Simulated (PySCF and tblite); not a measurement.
**Conformers and averaged properties: C₃H₉N, numbered as in [CH3:1][CH:2]([CH3:3])[NH2:4]**

Conformers came from 60 starts (ETKDG and KDG, MMFF94s, GFN2-xTB); geometries are PBE0-D3(BJ)/def2-SVP. Free energies are PBE0-D3(BJ)/pcSseg-1 (IEF-PCM, chloroform) single points with GFN2-xTB rigid-rotor and vibrational terms (modes under about 100 cm⁻¹ blended into free rotors). Symmetry numbers and mirror images are counted. Conformers within 3 kcal/mol (GFN2-xTB free energy) were kept, 4 at most. GIAO shieldings: PBE0/pcSseg-1 (IEF-PCM, chloroform). Couplings: B3LYP/pcJ-1 (gas phase; spin-dipole term only for pairs with B, N, F, Si or P). Couplings are for ¹³C, ¹H, ¹⁵N. Shifts are against TMS (¹H), TMS (¹³C), NH3 (¹⁵N) at the same level. Programs: PySCF with density fitting and tblite.

Torsions listed: C1–C2–N4–H4. Of a mirror pair one member is shown.

| conformer | shape | symmetry | E(GFN2, own minimum) kcal/mol | E(DFT) kcal/mol | G(298.15 K) kcal/mol | weight % | dipole D |
| --- | --- | --- | --- | --- | --- | --- | --- |
| 1 | -55° | C1 (pair) | 0.00 | 0.00 | 0.00 | 61.4 | 1.58 |
| 2 | -178° | Cs | 1.05 | 0.03 | 0.27 | 38.6 | 1.64 |

Weights (%) against temperature:

| T (K) | 1 | 2 | S(mix) cal/mol/K |
| --- | --- | --- | --- |
| 250 | 60.8 | 39.2 | 2.17 |
| 273.15 | 61.1 | 38.9 | 2.17 |
| 298.15 | 61.4 | 38.6 | 2.17 |
| 323.15 | 61.6 | 38.4 | 2.17 |
| 373.15 | 62.0 | 38.0 | 2.17 |

Averaged shifts at 298.15 K. ¹H: 2.83 (H2, 1H), 1.00 (H1/H3, 6H) ppm. ¹³C: 45.5 (C2), 27.9 (C1/C3) ppm. ¹⁵N: 57.9 (N4) ppm.

Averaged couplings (Hz): ¹J(C1,C2) 38.1, ²J(C1,N4) -2.8, ¹J(C1,H1) 131.5, ²J(C1,H2) -1.1, ³J(C1,H3) 5.4, ³J(C1,H4) 5.3, ¹J(C2,N4) -4.1, ²J(H1,C2) -3.4, ¹J(C2,H2) 135.8, ²J(C2,H4) -2.4, ³J(H1,N4) -2.8, ²J(H2,N4) -2.2, ¹J(N4,H4) -63.6, ²J(H1,H1) -13.6, ³J(H1,H2) 6.8, ³J(H2,H4) 6.9, ²J(H4,H4) -10.4.

Coordinates of conformer 1 (Å):

```xyz
13

C    -1.042   -0.713    0.408
C    -0.192   -0.003   -0.645
C     1.288   -0.296   -0.455
N    -0.388    1.439   -0.693
H    -2.114   -0.510    0.255
H    -0.900   -1.805    0.384
H    -0.775   -0.362    1.420
H    -0.486   -0.394   -1.637
H     1.883    0.215   -1.226
H     1.496   -1.376   -0.503
H     1.631    0.064    0.530
H    -1.375    1.655   -0.821
H    -0.127    1.847    0.205
```

H on N, O and S are left out: they exchange, and hydrogen bonds move them by several ppm. Unscaled ¹⁵N shifts at such levels can be off by tens of ppm; differences between conformers or isomers are more reliable. Shifts are unscaled: against experiment ¹³C can be off by 15 ppm or more and ¹H by 0.8 ppm.

Search and properties took 46 s on 1 thread of Arm Neoverse V1, shared host (rough), launched as `OMP_NUM_THREADS=1 python ens_run.py task.json out`.


¹⁵N shifts are against a computed isolated NH3 molecule, about 20 ppm from the liquid.